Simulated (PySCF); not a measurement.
One ligand Y is varied and pulled off as a radical: Hf(F)3–Y. Gas-phase values, no solvent. One relaxed conformer stands for each flexible species; it need not be the lowest. Multiplicities are imposed; where one is given, others were not computed. Strings in code marks are SMILES.

B3LYP has the VWN-RPA correlation part, as in Gaussian. 

A: ligand removed as a radical ([Hf(F)3])
B: Y = NH2 ([Hf(F)3(NH2)])
C: Y = OH ([Hf(F)3(OH)])
D: Y = Br ([Hf(F)3(Br)])

**Question.** Order them by charge on the central atom (Mulliken) (lowest first) at the level PySCF with B3LYP-D3(BJ)/def2-TZVP // PBE-D3(BJ)/def2-SVP.

**Answer.** A (1.31 e), D (1.60 e), B (1.64 e), C (1.71 e)
